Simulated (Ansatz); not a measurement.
# C₃H₂O: up Jacob's ladder to CCSD(T)

How much do the methods differ for C₃H₂O? The plan is to run it at one geometry with functionals of several rungs and with coupled cluster. The yardstick is the atomisation energy at the CCSD(T) limit.

Method: functionals in def2-TZVPP, the program's frozen cores in correlated methods; program: Ansatz 0.2.0, Gaussian basis.

Plan: LDA (SPW92), PBE-D4, revPBE-D4, BLYP-D4, r2SCAN-D4, B97M-V, PBE0-D4, B3LYP-D4, r2SCANh-D4, r2SCAN0-D4, HSE06-D4, BHLYP-D4, CAM-B3LYP-D4, LC-ωPBE, ωB97X-V, ωB97M-V, B2PLYP, PBE-QIDH; CCSD(T)/def2-SVP; CCSD(T)/def2-TZVPP; CCSD(T)/def2-QZVPP; extrapolation to the limit; RPA on PBE.

## (1) The geometry

All runs share one geometry, relaxed beforehand with PBE0-D4 in a triple-zeta def2 set.

SMILES `O=c1cc1`, 6 atoms, charge 0, spin multiplicity 1.

Atoms are counted from 1 here; the program's logs count them from 0.

Bond lengths: O1–C2 1.196 Å, C2–C3 1.424 Å, C2–C4 1.424 Å, C3–C4 1.339 Å, C3–H5 1.083 Å, C4–H6 1.083 Å. Angles: O1–C2–C3 152.0°, O1–C2–C4 152.0°, C3–C2–C4 56.1°, C2–C3–C4 62.0°, C2–C3–H5 154.0°, C4–C3–H5 144.1°, C2–C4–C3 62.0°, C2–C4–H6 154.0°, C3–C4–H6 144.1°.

## (2) LDA

This LDA is Slater exchange with PW92 correlation.

in.yaml reads:

```yaml
crystal:
  periodic: [false, false, false]
  atoms:
    - {symbol: O, position_ang: [-0.020132, -1.860645, 0.852058]}
    - {symbol: C, position_ang: [-0.008383, -0.772880, 0.353942]}
    - {symbol: C, position_ang: [0.589298, 0.229129, -0.462180]}
    - {symbol: C, position_ang: [-0.581244, 0.510078, 0.123637]}
    - {symbol: H, position_ang: [1.362111, 0.622759, -1.110324]}
    - {symbol: H, position_ang: [-1.341650, 1.271547, 0.242866]}
basis:
  gaussian: {orbitals: def2-TZVPP}
hamiltonian: {xc: lda}
output: {orbitals: {seedname: orbitals}}
```

The run is started by

```console
> ansatz run in.yaml --threads 4 --pin off --events-out ev --progress --plain --max-ram 10444MiB
```

Further steps of the session: PBE-D4 (GGA); revPBE-D4 (GGA); BLYP-D4 (GGA); r2SCAN-D4 (meta-GGA); B97M-V (meta-GGA); PBE0-D4 (hybrid); B3LYP-D4 (hybrid); r2SCANh-D4 (hybrid); r2SCAN0-D4 (hybrid); HSE06-D4 (hybrid); BHLYP-D4 (hybrid); CAM-B3LYP-D4 (range-separated); LC-ωPBE (range-separated); ωB97X-V (range-separated); ωB97M-V (range-separated); B2PLYP (double hybrid); PBE-QIDH (double hybrid); CCSD(T) in def2-SVP; CCSD(T) in def2-TZVPP; CCSD(T) in def2-QZVPP; RPA on PBE orbitals.

Q: Predict the results of all the runs planned. Wanted: atomisation energy, CCSD(T)/CBS; farthest beyond LDA; mean size of error, GGA; mean size of error, meta-GGA; mean size of error, hybrid; mean size of error, range-separated; mean size of error, double hybrid; gap, smallest and largest; T1 diagnostic.

The runs gave:

| quantity | value |
| --- | --- |
| atomisation energy, CCSD(T)/CBS | 654.0 kcal/mol |
| functionals within 3.3 kcal/mol (0.5 %) | B2PLYP |
| farthest beyond LDA | PBE-D4 (+40.7 kcal/mol) |
| mean size of error, GGA | 23.6 kcal/mol |
| mean size of error, meta-GGA | 10.4 kcal/mol |
| mean size of error, hybrid | 13.0 kcal/mol |
| mean size of error, range-separated | 7.1 kcal/mol |
| mean size of error, double hybrid | 2.5 kcal/mol |
| gap, smallest and largest | 3.15 eV (LDA (SPW92)), 10.94 eV (LC-ωPBE) |
| T1 diagnostic | 0.0160 |
| triples share of the correlation energy | 4.8 % |

**Reading.** LDA overbinds by 128.8 kcal/mol (20 %). PBE-D4 is off by +40.7 kcal/mol. Double hybrids carry the basis error of their MP2 part in triple zeta, and no dispersion term here, so their miss is partly the set-up's. Taken by rung, double hybrid functionals do best (2.5 kcal/mol on average) and GGA ones worst beyond LDA (23.6 kcal/mol). The reference freezes the cores and leaves out relativity and excitations past (T), so misses under about 3.3 kcal/mol can't be ranked. Hartree-Fock recovers 69 % of the binding; the rest is correlation. CCSD(T) in def2-SVP is off by -27.1 kcal/mol, so the small basis spoils what the method gains. Orbital gaps span 3.1 to 10.9 eV; exact exchange widens them.
